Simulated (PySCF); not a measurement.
# SiPH5: spin-spin couplings and electronic excitations at several levels of theory

How much do the spin-spin couplings and electronic excitations of SiPH5 (`[SiH3]P`) depend on the level of theory, and what does each level cost?

Computed with PySCF 2.14.0, with density-fitted response routines of our own, on a single molecule in the gas phase. Atoms count from 0, in the outputs and in this text.

## (1) The starting structure

7 atoms, charge 0, multiplicity 1; geometry from: PBE0-D3(BJ)/def2-SVP.

Bonds of the start (Å): Si0–P1 2.27, Si0–H2 1.49, Si0–H3 1.49, Si0–H4 1.49, P1–H5 1.43, P1–H6 1.43.

## (2) J couplings: B3LYP/aug-cc-pVTZ-J

Job settings and geometry (Å):

```
{"job": {"kind": "j", "xc": "B3LYP", "basis": "aug-cc-pVTZ-J"}, "charge": 0, "multiplicity": 1}
Si    -0.726544     0.056036     0.012094
P      1.442863     0.197104    -0.626503
H     -1.450042    -0.781434    -0.991160
H     -0.920881    -0.538538     1.369781
H     -1.301951     1.434511     0.000189
H      1.744471    -1.142362    -0.230278
H      1.869614     0.755700     0.617990
```

Level: B3LYP/aug-cc-pVTZ-J indirect spin-spin coupling, non-relativistic, gas phase.

The run is started by

```
> OMP_NUM_THREADS=1 python probes_run.py task.json out
```

The driver reads the jobs from task.json and runs them one after another.

The log of the run:

```text
coarse grid: 6352 points
cycle   1  E = -633.9147182018  dE = -2.569e-01  |g| = 2.095e-01  |ddm| = 3.501e+00
cycle   2  E = -633.9176467572  dE = -2.929e-03  |g| = 1.059e-01  |ddm| = 5.744e-01
cycle   3  E = -633.9196907186  dE = -2.044e-03  |g| = 4.913e-02  |ddm| = 1.407e-01
cycle   4  E = -633.9202984559  dE = -6.077e-04  |g| = 4.877e-03  |ddm| = 5.619e-02
cycle   5  E = -633.9203032240  dE = -4.768e-06  |g| = 1.303e-03  |ddm| = 7.279e-03
final grid: 50712 points
cycle   6  E = -633.9273727243  dE = -1.186e-05  |g| = 2.170e-03  |ddm| = 1.279e-01
cycle   7  E = -633.9273727054  dE =  1.884e-08  |g| = 1.669e-03  |ddm| = 6.579e-03
cycle   8  E = -633.9273733384  dE = -6.330e-07  |g| = 3.652e-04  |ddm| = 1.736e-03
cycle   9  E = -633.9273733727  dE = -3.429e-08  |g| = 4.508e-05  |ddm| = 4.649e-04
cycle  10  E = -633.9273733731  dE = -3.893e-10  |g| = 1.537e-05  |ddm| = 6.541e-05
converged SCF energy = -633.9273733731

Indirect spin-spin couplings (Hz)
  i      j    bonds     total        FC       PSO       DSO        SD
  0 Si   1 P    1     63.806    66.387     7.382    -0.026    -9.937
  0 Si   2 H    1   -214.766  -214.963     0.494    -0.133    -0.163
  0 Si   3 H    1   -221.290  -221.524     0.541    -0.129    -0.177
  0 Si   4 H    1   -214.802  -214.999     0.493    -0.133    -0.163
  0 Si   5 H    2      6.826     6.748     0.120     0.068    -0.110
  0 Si   6 H    2      6.837     6.759     0.121     0.067    -0.110
  1 P    2 H    2     33.471    33.564     0.220    -0.347     0.034
  1 P    3 H    2     -3.352    -2.670     0.039    -0.457    -0.264
  1 P    4 H    2     33.469    33.562     0.220    -0.346     0.034
  1 P    5 H    1    159.026   151.799     7.454     0.258    -0.485
  1 P    6 H    1    158.881   151.647     7.461     0.258    -0.486
  2 H    3 H    2      9.426     9.558     1.801    -2.003     0.069
  2 H    4 H    2      3.174     3.306     1.803    -2.004     0.070
  2 H    5 H    3      0.168     0.220     0.316    -0.375     0.007
  2 H    6 H    3     14.520    14.629     2.033    -2.158     0.016
  3 H    4 H    2      9.435     9.567     1.802    -2.003     0.069
  3 H    5 H    3      5.127     5.163    -0.113     0.063     0.014
  3 H    6 H    3      5.115     5.151    -0.112     0.062     0.014
  4 H    5 H    3     14.528    14.637     2.033    -2.158     0.016
  4 H    6 H    3      0.184     0.236     0.312    -0.371     0.007
  5 H    6 H    2    -10.913   -11.195     1.178    -1.007     0.112
```

It took 22 s on 1 thread of Arm Neoverse V1, shared host; peak memory 0.75 GiB.

A choice of the couplings up to four bonds, sorted by the number of bonds, with means over like pairs; isotopes 1H, 31P, 29Si:

```csv
pair,bonds,J (Hz),Fermi contact (Hz)
Si0–H2,1,-217.0,-217.2
P1–H5,1,159.0,151.7
Si0–P1,1,63.8,66.4
P1–H2,2,21.2,21.5
H5–H6,2,-10.9,-11.2
H2–H3,2,7.3,7.5
Si0–H5,2,6.8,6.8
H2–H5,3,6.6,6.7
```

Means hide unlike values in this fixed geometry: P1–H2 from -3.4 to 33.5 Hz; H2–H3 from 3.2 to 9.4 Hz; H2–H5 from 0.2 to 14.5 Hz. They hold only if the pairs exchange fast.

## (3) Indirect couplings: B3LYP/def2-TZVP

Settings changed since step 2:

```diff
@@ -1,2 +1,2 @@
-{"job": {"kind": "j", "xc": "B3LYP", "basis": "aug-cc-pVTZ-J"}, "charge": 0, "multiplicity": 1}
+{"job": {"kind": "j", "xc": "B3LYP", "basis": "def2-TZVP"}, "charge": 0, "multiplicity": 1}
 Si    -0.726544     0.056036     0.012094
```

Level: B3LYP/def2-TZVP indirect spin-spin coupling, non-relativistic, gas phase.

The log of the run:

```text
coarse grid: 6352 points
cycle   1  E = -633.9086156354  dE = -2.280e-01  |g| = 1.549e-01  |ddm| = 1.754e+00
cycle   2  E = -633.9112043566  dE = -2.589e-03  |g| = 9.927e-02  |ddm| = 2.477e-01
cycle   3  E = -633.9136112953  dE = -2.407e-03  |g| = 3.552e-02  |ddm| = 1.351e-01
cycle   4  E = -633.9139404656  dE = -3.292e-04  |g| = 3.275e-03  |ddm| = 3.449e-02
cycle   5  E = -633.9139433994  dE = -2.934e-06  |g| = 1.236e-03  |ddm| = 4.516e-03
final grid: 50712 points
cycle   6  E = -633.9087149924  dE = -3.360e-06  |g| = 1.425e-03  |ddm| = 7.442e-03
cycle   7  E = -633.9087149060  dE =  8.637e-08  |g| = 1.457e-03  |ddm| = 2.757e-03
cycle   8  E = -633.9087156378  dE = -7.318e-07  |g| = 1.525e-04  |ddm| = 1.491e-03
cycle   9  E = -633.9087156420  dE = -4.239e-09  |g| = 2.362e-05  |ddm| = 1.441e-04
cycle  10  E = -633.9087156422  dE = -1.306e-10  |g| = 8.268e-06  |ddm| = 3.310e-05
converged SCF energy = -633.9087156422

Indirect spin-spin couplings (Hz)
  i      j    bonds     total        FC       PSO       DSO        SD
  0 Si   1 P    1     29.363    31.889     7.693    -0.028   -10.191
  0 Si   2 H    1   -169.530  -169.621     0.490    -0.138    -0.261
  0 Si   3 H    1   -173.958  -174.096     0.546    -0.134    -0.274
  0 Si   4 H    1   -169.565  -169.656     0.490    -0.138    -0.261
  0 Si   5 H    2      6.331     6.197     0.158     0.066    -0.089
  0 Si   6 H    2      6.340     6.205     0.158     0.065    -0.089
  1 P    2 H    2     27.347    27.563     0.088    -0.344     0.040
  1 P    3 H    2     -0.691     0.155    -0.187    -0.449    -0.210
  1 P    4 H    2     27.351    27.567     0.088    -0.343     0.039
  1 P    5 H    1    142.900   135.575     7.222     0.300    -0.197
  1 P    6 H    1    142.804   135.473     7.230     0.300    -0.198
  2 H    3 H    2      6.743     7.570     1.122    -1.989     0.040
  2 H    4 H    2      1.595     2.422     1.123    -1.991     0.040
  2 H    5 H    3      0.040     0.149     0.258    -0.370     0.004
  2 H    6 H    3     11.224    12.181     1.176    -2.152     0.018
  3 H    4 H    2      6.746     7.573     1.122    -1.990     0.040
  3 H    5 H    3      4.333     4.248     0.008     0.066     0.011
  3 H    6 H    3      4.323     4.238     0.008     0.066     0.011
  4 H    5 H    3     11.230    12.188     1.176    -2.152     0.018
  4 H    6 H    3      0.055     0.163     0.256    -0.367     0.004
  5 H    6 H    2     -8.689    -8.790     1.030    -0.984     0.054
```

Run time: 7.1 s. Hardware: 1 thread of Arm Neoverse V1, shared host; peak memory 0.45 GiB.

This basis has no tight s functions, so the Fermi-contact terms are rough.

Key values: J(Si0,H2) -171.0 Hz, J(P1,H5) 142.9 Hz, J(Si0,P1) 29.4 Hz (means over like pairs).

## (4) Spin-spin couplings: B3LYP/cc-pVTZ

Settings changed since step 3:

```diff
@@ -1,2 +1,2 @@
-{"job": {"kind": "j", "xc": "B3LYP", "basis": "def2-TZVP"}, "charge": 0, "multiplicity": 1}
+{"job": {"kind": "j", "xc": "B3LYP", "basis": "cc-pVTZ"}, "charge": 0, "multiplicity": 1}
 Si    -0.726544     0.056036     0.012094
```

With the program's defaults for keys left out, this is: B3LYP/cc-pVTZ indirect spin-spin coupling, non-relativistic, gas phase.

The log of the run:

```text
coarse grid: 6352 points
cycle   1  E = -633.9016471930  dE = -2.203e-01  |g| = 1.506e-01  |ddm| = 4.288e+00
cycle   2  E = -633.9041933326  dE = -2.546e-03  |g| = 9.857e-02  |ddm| = 6.416e-01
cycle   3  E = -633.9067496793  dE = -2.556e-03  |g| = 3.282e-02  |ddm| = 2.360e-01
cycle   4  E = -633.9070799613  dE = -3.303e-04  |g| = 3.249e-03  |ddm| = 6.225e-02
cycle   5  E = -633.9070835775  dE = -3.616e-06  |g| = 1.138e-03  |ddm| = 9.411e-03
final grid: 50712 points
cycle   6  E = -633.9141912492  dE = -6.196e-06  |g| = 1.288e-03  |ddm| = 2.927e-02
cycle   7  E = -633.9141911975  dE =  5.177e-08  |g| = 1.295e-03  |ddm| = 4.671e-03
cycle   8  E = -633.9141918132  dE = -6.157e-07  |g| = 1.259e-04  |ddm| = 2.503e-03
cycle   9  E = -633.9141918173  dE = -4.129e-09  |g| = 2.982e-05  |ddm| = 2.814e-04
cycle  10  E = -633.9141918176  dE = -2.399e-10  |g| = 8.587e-06  |ddm| = 6.928e-05
converged SCF energy = -633.9141918176

Indirect spin-spin couplings (Hz)
  i      j    bonds     total        FC       PSO       DSO        SD
  0 Si   1 P    1     43.640    45.892     7.080    -0.028    -9.304
  0 Si   2 H    1   -157.918  -158.241     0.406    -0.133     0.051
  0 Si   3 H    1   -162.513  -162.863     0.448    -0.130     0.033
  0 Si   4 H    1   -157.954  -158.277     0.406    -0.133     0.051
  0 Si   5 H    2      6.155     5.944     0.245     0.066    -0.101
  0 Si   6 H    2      6.165     5.954     0.245     0.066    -0.100
  1 P    2 H    2     28.285    28.780    -0.176    -0.343     0.024
  1 P    3 H    2     -1.815    -0.813    -0.299    -0.449    -0.253
  1 P    4 H    2     28.280    28.775    -0.176    -0.343     0.024
  1 P    5 H    1    116.061   108.300     8.380     0.286    -0.905
  1 P    6 H    1    116.008   108.242     8.387     0.286    -0.906
  2 H    3 H    2      6.255     7.256     0.924    -1.999     0.074
  2 H    4 H    2      1.129     2.130     0.926    -2.001     0.074
  2 H    5 H    3      0.074     0.192     0.249    -0.374     0.006
  2 H    6 H    3     11.042    12.292     0.889    -2.156     0.018
  3 H    4 H    2      6.257     7.259     0.925    -2.000     0.074
  3 H    5 H    3      4.422     4.286     0.059     0.063     0.013
  3 H    6 H    3      4.411     4.276     0.059     0.063     0.013
  4 H    5 H    3     11.049    12.298     0.889    -2.156     0.018
  4 H    6 H    3      0.090     0.206     0.248    -0.370     0.006
  5 H    6 H    2     -8.512    -8.676     1.064    -1.003     0.102
```

It took 9.8 s on 1 thread of Arm Neoverse V1, shared host; peak memory 0.52 GiB.

The basis is not made for couplings: without tight functions at the nuclei these values are rough.

In short: J(Si0,H2) -159.5 Hz, J(P1,H5) 116.0 Hz, J(Si0,P1) 43.6 Hz (means over like pairs).

## (5) Spin-spin couplings: B3LYP/6-31G*

Settings changed since step 4:

```diff
@@ -1,2 +1,2 @@
-{"job": {"kind": "j", "xc": "B3LYP", "basis": "cc-pVTZ"}, "charge": 0, "multiplicity": 1}
+{"job": {"kind": "j", "xc": "B3LYP", "basis": "6-31G*"}, "charge": 0, "multiplicity": 1}
 Si    -0.726544     0.056036     0.012094
```

Level: B3LYP/6-31G* indirect spin-spin coupling, non-relativistic, gas phase.

The log of the run:

```text
coarse grid: 6352 points
cycle   1  E = -633.8730560674  dE = -2.115e-01  |g| = 1.197e-01  |ddm| = 2.133e+00
cycle   2  E = -633.8747712516  dE = -1.715e-03  |g| = 1.014e-01  |ddm| = 3.691e-01
cycle   3  E = -633.8787618701  dE = -3.991e-03  |g| = 1.300e-02  |ddm| = 1.893e-01
cycle   4  E = -633.8788369810  dE = -7.511e-05  |g| = 2.545e-03  |ddm| = 2.840e-02
cycle   5  E = -633.8788402193  dE = -3.238e-06  |g| = 5.857e-04  |ddm| = 6.169e-03
final grid: 50712 points
cycle   6  E = -633.8403478688  dE = -1.203e-06  |g| = 4.002e-04  |ddm| = 6.830e-03
cycle   7  E = -633.8403479094  dE = -4.062e-08  |g| = 2.601e-04  |ddm| = 1.331e-03
cycle   8  E = -633.8403479374  dE = -2.794e-08  |g| = 3.689e-05  |ddm| = 5.149e-04
cycle   9  E = -633.8403479378  dE = -4.670e-10  |g| = 1.139e-05  |ddm| = 7.496e-05
converged SCF energy = -633.8403479378

Indirect spin-spin couplings (Hz)
  i      j    bonds     total        FC       PSO       DSO        SD
  0 Si   1 P    1     12.630    15.106     6.327    -0.028    -8.775
  0 Si   2 H    1   -185.550  -185.730     0.754    -0.162    -0.411
  0 Si   3 H    1   -188.227  -188.432     0.785    -0.159    -0.421
  0 Si   4 H    1   -185.589  -185.769     0.754    -0.162    -0.411
  0 Si   5 H    2      6.595     6.526     0.054     0.061    -0.046
  0 Si   6 H    2      6.601     6.532     0.054     0.061    -0.046
  1 P    2 H    2     25.337    25.558     0.074    -0.336     0.041
  1 P    3 H    2     -1.631    -0.747    -0.283    -0.441    -0.161
  1 P    4 H    2     25.330    25.551     0.075    -0.336     0.040
  1 P    5 H    1    163.483   158.436     4.241     0.358     0.448
  1 P    6 H    1    163.338   158.284     4.249     0.359     0.446
  2 H    3 H    2      5.169     6.745     0.321    -1.924     0.025
  2 H    4 H    2     -0.443     1.134     0.326    -1.927     0.023
  2 H    5 H    3      0.036     0.309     0.057    -0.346     0.016
  2 H    6 H    3     10.963    12.646     0.436    -2.124     0.005
  3 H    4 H    2      5.173     6.751     0.321    -1.924     0.025
  3 H    5 H    3      4.441     4.376    -0.045     0.086     0.024
  3 H    6 H    3      4.431     4.367    -0.045     0.086     0.024
  4 H    5 H    3     10.968    12.651     0.436    -2.124     0.005
  4 H    6 H    3      0.054     0.324     0.057    -0.342     0.016
  5 H    6 H    2    -12.582   -12.151     0.352    -0.903     0.119
```

Wall time 2.8 s (1 thread of Arm Neoverse V1, shared host); peak memory 0.39 GiB.

This basis has no tight s functions, so the Fermi-contact terms are rough.

In short: J(Si0,H2) -186.5 Hz, J(P1,H5) 163.4 Hz, J(P1,H2) 16.3 Hz (means over like pairs).

## (6) Excited states and response: HF/def2-SVPD

Settings changed since step 5:

```diff
@@ -1,2 +1,2 @@
-{"job": {"kind": "j", "xc": "B3LYP", "basis": "6-31G*"}, "charge": 0, "multiplicity": 1}
+{"job": {"kind": "uv", "xc": "HF", "basis": "def2-SVPD", "ip": true}, "charge": 0, "multiplicity": 1}
 Si    -0.726544     0.056036     0.012094
```

Method: TDDFT HF/def2-SVPD, vertical, gas phase, core orbitals frozen in the response.

The log of the run:

```text
final grid: 50712 points
cycle   1  E = -632.3517332194  dE = -3.387e-01  |g| = 2.230e-01  |ddm| = 2.254e+00
cycle   2  E = -632.3780124345  dE = -2.628e-02  |g| = 6.542e-02  |ddm| = 4.388e-01
cycle   3  E = -632.3806854393  dE = -2.673e-03  |g| = 2.155e-02  |ddm| = 2.314e-01
cycle   4  E = -632.3810348242  dE = -3.494e-04  |g| = 4.182e-03  |ddm| = 8.009e-02
cycle   5  E = -632.3810525201  dE = -1.770e-05  |g| = 1.161e-03  |ddm| = 1.598e-02
cycle   6  E = -632.3810540169  dE = -1.497e-06  |g| = 2.570e-04  |ddm| = 4.325e-03
cycle   7  E = -632.3810540837  dE = -6.686e-08  |g| = 5.094e-05  |ddm| = 1.090e-03
cycle   8  E = -632.3810540867  dE = -2.942e-09  |g| = 1.386e-05  |ddm| = 2.252e-04
cycle   9  E = -632.3810540869  dE = -2.154e-10  |g| = 3.035e-06  |ddm| = 5.882e-05
converged SCF energy = -632.3810540869

Static polarisability (au): isotropic 55.712, principal 50.019 50.302 66.814

Singlet excitations
state   eV       nm        f      main configurations
  1   7.0168    176.7   0.02317   H->L+2 0.64, H->L+4 0.28
  2   7.2943    170.0   0.04682   H->L 0.60, H->L+5 0.17, H->L+1 0.15
  3   7.6645    161.8   0.41610   H->L+1 0.72, H->L+5 0.11
  4   8.4981    145.9   0.01391   H->L+3 0.80
  5   8.5379    145.2   0.01245   H->L+4 0.60, H->L+2 0.25
  6   9.0442    137.1   0.02094   H-1->L 0.56, H-1->L+5 0.11, H->L+5 0.09
  7   9.2317    134.3   0.07096   H-1->L+2 0.56, H-1->L+4 0.18, H-2->L+1 0.08
  8   9.2643    133.8   0.21400   H-1->L+1 0.65, H->L+5 0.10
  9   9.5911    129.3   0.11005   H->L+5 0.26, H-1->L+3 0.16, H-1->L+1 0.14
 10   9.7288    127.4   0.00224   H-1->L+4 0.30, H-1->L+2 0.20, H-2->L+1 0.14

Triplet excitations (Tamm-Dancoff, eV): 5.5950 5.6508 6.8570 7.5738
Vertical ionisation energy (delta-SCF) = 8.8699 eV
```

Wall time 1.4 s (1 thread of Arm Neoverse V1, shared host); peak memory 0.39 GiB.

The orbitals next to the gap, with their largest atomic shares:

```
orbital      eV                       atoms
 HOMO−3  -13.56  Si0 39 %, H3 32 %, P1 12 %
 HOMO−2  -13.02  Si0 36 %, H4 22 %, H2 22 %
 HOMO−1  -12.05   P1 39 %, Si0 27 %, H6 9 %
   HOMO  -10.12   P1 67 %, Si0 15 %, H5 6 %
   LUMO    2.25   Si0 61 %, P1 11 %, H3 7 %
 LUMO+1    2.87  P1 35 %, Si0 24 %, H3 10 %
 LUMO+2    3.53  P1 38 %, Si0 33 %, H5 10 %
```

With each of the 10 states as a Gaussian band of 0.4 eV half-width at 1/e, the curve within the window shown has maxima at 163 nm (ε 18,000), 134 nm (ε 15,000) L/(mol cm). Beyond the last state computed it falls off for lack of states. The curve at chosen wavelengths:

| nm | ε (L/mol/cm) |
| --- | --- |
| 124 | 1678 |
| 127 | 5518 |
| 130 | 11039 |
| 132 | 13877 |
| 135 | 13945 |
| 138 | 9480 |
| 141 | 4784 |
| 143 | 2915 |
| 146 | 1771 |
| 149 | 1941 |
| 152 | 3815 |
| 154 | 6373 |
| 157 | 11641 |
| 160 | 16305 |
| 163 | 17737 |
| 165 | 16593 |
| 168 | 12908 |
| 171 | 8777 |
| 174 | 5523 |
| 176 | 3980 |
| 179 | 2412 |
| 182 | 1438 |
| 185 | 825 |
| 187 | 552 |
| 190 | 284 |
| 193 | 135 |

Further results of this job:

```csv
property,computed
dipole moment (D),0.75
polarisability (Å³),8.26
HOMO–LUMO gap (eV),12.37
−ε(HOMO) (eV),10.12
```

## (7) Ultraviolet spectrum: LDA/def2-SVPD

Settings changed since step 6:

```diff
@@ -1,2 +1,2 @@
-{"job": {"kind": "uv", "xc": "HF", "basis": "def2-SVPD", "ip": true}, "charge": 0, "multiplicity": 1}
+{"job": {"kind": "uv", "xc": "LDA", "basis": "def2-SVPD", "ip": true}, "charge": 0, "multiplicity": 1}
 Si    -0.726544     0.056036     0.012094
```

Method: TDDFT LDA/def2-SVPD, vertical, gas phase, core orbitals frozen in the response.

The log of the run:

```text
coarse grid: 6352 points
cycle   1  E = -631.0907815577  dE = -1.843e-01  |g| = 1.537e-01  |ddm| = 2.494e+00
cycle   2  E = -631.0908539166  dE = -7.236e-05  |g| = 1.506e-01  |ddm| = 6.751e-01
cycle   3  E = -631.0986733655  dE = -7.819e-03  |g| = 4.165e-02  |ddm| = 3.682e-01
cycle   4  E = -631.0993096273  dE = -6.363e-04  |g| = 9.209e-03  |ddm| = 8.181e-02
cycle   5  E = -631.0993485145  dE = -3.889e-05  |g| = 2.033e-03  |ddm| = 1.815e-02
cycle   6  E = -631.0993501719  dE = -1.657e-06  |g| = 2.742e-04  |ddm| = 3.916e-03
final grid: 50712 points
cycle   7  E = -631.1728754489  dE = -2.932e-06  |g| = 8.952e-04  |ddm| = 2.603e-02
cycle   8  E = -631.1728754709  dE = -2.203e-08  |g| = 7.526e-04  |ddm| = 3.086e-03
cycle   9  E = -631.1728756808  dE = -2.099e-07  |g| = 1.059e-04  |ddm| = 1.582e-03
cycle  10  E = -631.1728756860  dE = -5.259e-09  |g| = 2.067e-05  |ddm| = 2.430e-04
cycle  11  E = -631.1728756862  dE = -1.953e-10  |g| = 6.608e-06  |ddm| = 4.437e-05
converged SCF energy = -631.1728756862

Static polarisability (au): isotropic 61.801, principal 54.657 54.965 75.783

Singlet excitations
state   eV       nm        f      main configurations
  1   6.0135    206.2   0.03608   H->L+1 0.98
  2   6.3007    196.8   0.12253   H->L 0.81, H->L+4 0.12
  3   6.4096    193.4   0.00763   H->L+2 0.87, H->L+3 0.10
  4   6.7415    183.9   0.00847   H->L+3 0.87, H->L+2 0.09
  5   6.7889    182.6   0.03418   H->L+4 0.83
  6   7.4438    166.6   0.00083   H-1->L+1 0.78, H-1->L 0.14
  7   7.5246    164.8   0.07292   H->L+5 0.52, H-1->L 0.28, H-1->L+1 0.17
  8   7.6764    161.5   0.02235   H-1->L+2 0.45, H-2->L 0.42
  9   7.7502    160.0   0.11008   H-1->L 0.38, H->L+5 0.34, H-2->L+2 0.10
 10   7.7666    159.6   0.00416   H-2->L 0.43, H-1->L+2 0.36

Triplet excitations (Tamm-Dancoff, eV): 5.4736 5.7437 5.7584 6.4780
Vertical ionisation energy (delta-SCF) = 9.8718 eV
```

It took 5.4 s on 1 thread of Arm Neoverse V1, shared host; peak memory 0.39 GiB.

Key values: HOMO -6.58 eV, LUMO -0.76 eV; lowest singlet 6.01 eV.

## (8) TDDFT and polarisability: PBE/def2-SVPD

Settings changed since step 7:

```diff
@@ -1,2 +1,2 @@
-{"job": {"kind": "uv", "xc": "LDA", "basis": "def2-SVPD", "ip": true}, "charge": 0, "multiplicity": 1}
+{"job": {"kind": "uv", "xc": "PBE", "basis": "def2-SVPD", "ip": true}, "charge": 0, "multiplicity": 1}
 Si    -0.726544     0.056036     0.012094
```

Level: TDDFT PBE/def2-SVPD, vertical, gas phase, core orbitals frozen in the response.

The log of the run:

```text
coarse grid: 6352 points
cycle   1  E = -633.2187552431  dE = -1.914e-01  |g| = 1.413e-01  |ddm| = 2.555e+00
cycle   2  E = -633.2210110791  dE = -2.256e-03  |g| = 1.173e-01  |ddm| = 5.864e-01
cycle   3  E = -633.2254381303  dE = -4.427e-03  |g| = 4.124e-02  |ddm| = 3.032e-01
cycle   4  E = -633.2260913083  dE = -6.532e-04  |g| = 7.236e-03  |ddm| = 8.437e-02
cycle   5  E = -633.2261168319  dE = -2.552e-05  |g| = 1.382e-03  |ddm| = 1.448e-02
cycle   6  E = -633.2261175959  dE = -7.640e-07  |g| = 2.547e-04  |ddm| = 2.896e-03
final grid: 50712 points
cycle   7  E = -633.3218429191  dE = -6.924e-06  |g| = 2.275e-03  |ddm| = 4.473e-02
cycle   8  E = -633.3218412694  dE =  1.650e-06  |g| = 3.011e-03  |ddm| = 1.015e-02
cycle   9  E = -633.3218446485  dE = -3.379e-06  |g| = 3.002e-04  |ddm| = 5.982e-03
cycle  10  E = -633.3218446951  dE = -4.652e-08  |g| = 3.356e-05  |ddm| = 6.028e-04
cycle  11  E = -633.3218446956  dE = -5.084e-10  |g| = 7.524e-06  |ddm| = 8.911e-05
converged SCF energy = -633.3218446956

Static polarisability (au): isotropic 60.381, principal 53.414 53.669 74.060

Singlet excitations
state   eV       nm        f      main configurations
  1   6.1113    202.9   0.02476   H->L+1 0.84, H->L 0.15
  2   6.3804    194.3   0.14894   H->L 0.69, H->L+1 0.14, H->L+3 0.11
  3   6.4165    193.2   0.00807   H->L+2 0.90
  4   6.8337    181.4   0.00893   H->L+4 0.90
  5   6.8806    180.2   0.03497   H->L+3 0.84
  6   7.5219    164.8   0.00540   H-1->L 0.54, H-1->L+1 0.31, H->L+5 0.12
  7   7.6118    162.9   0.03676   H->L+5 0.56, H-1->L+1 0.39
  8   7.7667    159.6   0.02185   H-1->L+2 0.58, H-2->L 0.33
  9   7.8191    158.6   0.12658   H-1->L 0.30, H->L+5 0.24, H-1->L+1 0.19
 10   7.8722    157.5   0.00517   H-2->L 0.63, H-1->L+2 0.23

Triplet excitations (Tamm-Dancoff, eV): 5.3641 5.5861 5.8201 6.4886
Vertical ionisation energy (delta-SCF) = 9.7347 eV
```

Run time: 7.9 s. Hardware: 1 thread of Arm Neoverse V1, shared host; peak memory 0.39 GiB.

This run: HOMO -6.52 eV, LUMO -0.63 eV; lowest singlet 6.11 eV.

[end of part 1 of 2]
